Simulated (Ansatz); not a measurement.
A structure relaxed at PBE0-D4/def2-TZVP, charge 0, multiplicity 1:

```xyz
14

C     0.578    0.954    1.416
C    -0.203    0.628    0.146
C    -1.090   -0.573    0.259
C    -0.792   -1.447   -0.713
C     0.298   -0.906   -1.523
C     0.653    0.292   -1.036
H    -0.099    1.172    2.245
H     1.219    1.826    1.266
H     1.210    0.110    1.701
H    -0.827    1.499   -0.111
H    -1.848   -0.687    1.024
H    -1.270   -2.403   -0.884
H     0.738   -1.406   -2.376
H     1.432    0.941   -1.413
```

Question: Give its formula and SMILES.

Answer: C6H8, `CC1C=CC=C1`.

Question: Point group (tolerance 0.08 Å, 0.16 Å for H)?

Answer: Cs.

Question: Summarise the bond lengths by kind.

Answer: 6 × C–C 1.341 to 1.527 Å; 8 × C–H 1.082 to 1.102 Å.

All numbers were calculated with Ansatz.
